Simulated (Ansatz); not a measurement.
Geometry optimisation, RHF/def2-SVP in Ansatz.

input.yaml

```yaml
crystal:
  periodic: [false, false, false]
  atoms:
    - { symbol: B, position_ang: [-1.03291, -0.28637, -1.0501] }
    - { symbol: C, position_ang: [-0.12955, 0.24246, -0.07919] }
    - { symbol: C, position_ang: [0.84211, -0.12754, 0.78725] }
    - { symbol: H, position_ang: [-1.80502, -0.58126, -1.85136] }
    - { symbol: H, position_ang: [-0.3715, 1.33015, -0.10239] }
    - { symbol: H, position_ang: [1.1585, -1.15756, 0.89479] }
    - { symbol: H, position_ang: [1.34034, 0.60518, 1.40948] }
total_charge: 1
basis:
  gaussian: { orbitals: def2-SVP }
hamiltonian:
  xc: hf
relax:
  f_tol: 0.015
  max_steps: 40
```

Launched with:

```bash
$ ansatz run input.yaml --threads 1 --pin off --max-ram 2048MiB --backend cpu --events-out ev --progress --plain --runs-dir out
```

Problem. Where does it end, and by what steps?

Solution. It converged. After 5 steps the energy has fallen by 0.197 eV; H4 moved furthest, 0.40 Å.

| step | energy less start (eV) | largest force component (eV/Å) | accepted |
| --- | --- | --- | --- |
| 0 | 0.0000 | 1.521 | yes |
| 1 | -0.0643 | 1.142 | yes |
| 2 | -0.1500 | 0.734 | yes |
| 3 | -0.1851 | 0.439 | yes |
| 4 | -0.1895 | 0.290 | yes |
| 5 | -0.1971 | 0.015 | yes |

```xyz
7
Properties=species:S:1:pos:R:3
B -0.974 -0.275 -0.991
C -0.165 0.503 -0.061
C 0.760 -0.118 0.711
H -1.619 -0.917 -1.738
H -0.308 1.578 0.005
H 0.935 -1.188 0.676
H 1.373 0.443 1.407
```

The run took 7.5 s on 1 thread of Arm Neoverse N1 (shared host), peak memory 0.1 GiB.
